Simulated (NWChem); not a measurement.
The numbers come from NWChem runs, not from measurements. System: ethane (C₂H₆), charge 0, spin multiplicity 1, at a geometry optimised with PBE/def2-SVP. Level: G0W0@PBE0/def2-TZVPP, RI basis def2-tzvpp-rifit.

Input file:

```
start mol
memory heap 200 mb stack 700 mb global 1700 mb
geometry units angstroms nocenter noautoz
  C      0.762767     0.044610     0.000000
  C     -0.762767    -0.044610     0.000000
  H      1.142109     0.583216     0.892917
  H      1.142109     0.583216    -0.892917
  H      1.232456    -0.960730     0.000000
  H     -1.142109    -0.583216     0.892917
  H     -1.142109    -0.583216    -0.892917
  H     -1.232456     0.960730     0.000000
  symmetry group C2h
end
basis spherical
  * library def2-tzvpp
end
basis "ri basis" bse spherical
  * library def2-tzvpp-rifit
end
dft
  xc pbe0
  iterations 100
  direct
  tolerances tight
end
task dft energy
gw
  states alpha occ 4 vir 2
end
task dft gw
```

Part of the output:

```
             Northwest Computational Chemistry Package (NWChem) 7.3.0
             --------------------------------------------------------

                                NWChem Input Module
                                -------------------

 Scaling coordinates for geometry "geometry" by  1.889725989
 (inverse scale =  0.529177249)

 Turning off AUTOSYM since
 SYMMETRY directive was detected!

                             Geometry "geometry" -> ""
                             -------------------------

 Output coordinates in angstroms (scale by  1.889725989 to convert to a.u.)

  No.       Tag          Charge          X              Y              Z
 ---- ---------------- ---------- -------------- -------------- --------------
    1 C                    6.0000     0.76276700     0.04461000     0.00000000
    2 C                    6.0000    -0.76276700    -0.04461000     0.00000000
    3 H                    1.0000     1.14210900     0.58321600     0.89291700
    4 H                    1.0000     1.14210900     0.58321600    -0.89291700
    5 H                    1.0000     1.23245600    -0.96073000     0.00000000
    6 H                    1.0000    -1.14210900    -0.58321600     0.89291700
    7 H                    1.0000    -1.14210900    -0.58321600    -0.89291700
    8 H                    1.0000    -1.23245600     0.96073000     0.00000000

 Effective nuclear repulsion energy (a.u.)      41.8353715753

            Nuclear Dipole moment (a.u.)
            ----------------------------
        X                 Y               Z
 ---------------- ---------------- ----------------
    -0.0000000000     0.0000000000     0.0000000000

      Symmetry information
      --------------------

 Group name             C2h
 Group number             21
 Group order               4
 No. of unique centers     3

      Symmetry unique atoms

     1    3    5


 Summary of "ao basis" -> "" (spherical)
 ------------------------------------------------------------------------------
       Tag                 Description            Shells   Functions and Types
 ---------------- ------------------------------  ------  ---------------------
[...]
          -3.982583901904          91.054389368667           0.000000000000
           0.000000000000           0.000000000000          91.287443920798

     Multipole analysis of the density
     ---------------------------------

     L   x y z        total         alpha         beta         nuclear
     -   - - -        -----         -----         ----         -------
     0   0 0 0      0.000000     -9.000000     -9.000000     18.000000

     1   1 0 0      0.000000      0.000000      0.000000     -0.000000
     1   0 1 0      0.000000      0.000000      0.000000      0.000000
     1   0 0 1      0.000000      0.000000      0.000000      0.000000

     2   2 0 0    -11.575576    -32.994494    -32.994494     54.413412
     2   1 1 0     -0.026841     -1.271497     -1.271497      2.516152
     2   1 0 1      0.000000      0.000000      0.000000      0.000000
     2   0 2 0    -11.119390    -11.327765    -11.327765     11.536139
     2   0 1 1      0.000000      0.000000      0.000000      0.000000
     2   0 0 2    -11.117839    -11.253344    -11.253344     11.388849

 Task  times  cpu:       10.5s     wall:       10.5s

                                NWChem Input Module
                                -------------------

                                 NWChem GW Module
                                 ----------------

                             ***********************
                             ***        GW       ***
                             ***********************

 Summary of "ri basis" -> "ri basis" (spherical)
 ------------------------------------------------------------------------------
       Tag                 Description            Shells   Functions and Types
 ---------------- ------------------------------  ------  ---------------------
 C                      def2-tzvpp-rifit            22       76   8s6p4d3f1g
 H                      def2-tzvpp-rifit            10       30   4s3p2d1f

                 Memory Information
                 ------------------
          Available GA per process is          1699.8 MBs
          Available stack per process is        700.0 MBs
          Available heap per process is           0.1 MBs

          Peak memory in Initialization
              Peak GA per process is                  5.2 MBs
              Peak stack per process is               0.3 MBs
              Peak heap per process is                5.3 MBs
              Memory not in MA per process            0.0 MBs

          Peak memory in AFF Calculation
              Peak GA per process is                 18.7 MBs
              Peak stack per process is              11.6 MBs
              Peak heap per process is                0.0 MBs
              Memory not in MA per process           11.6 MBs

          Computing 2-center integrals
          Computing Inverse Cholesky factor
          Computing 3-center integrals
          Computing V_xc ...

          Computing Sigma_x
          Computing RPA polarizability
          Solving quasiparticle equations

                  Alpha Orbitals
          State     Energy (eV)     Error (eV)
          -----------------------------------
@GW         6        -14.945           0.002
@GW         7        -12.909           0.002
@GW         8        -12.442           0.002
@GW         9        -12.442           0.002
@GW        10          3.099           0.003
@GW        11          4.155           0.004

   Applying  -2.9353 eV scissor-shift to rest of particle states

   Applying   1.7086 eV scissor-shift to rest of hole states

     GW Timing Statistics
   ------------------------
   Init.   :          0.1s
     ERIs  :          1.6s
     Distr.:          0.0s
     Vxc   :          1.4s
   Sigma_x :          0.0s
   RPA     :          0.6s
   Wmn     :          0.0s
   Sigma_c :          0.0s
   GW total:          3.8s

 Task  times  cpu:        3.8s     wall:        3.8s

 Total times  cpu:       14.3s     wall:       14.3s
```
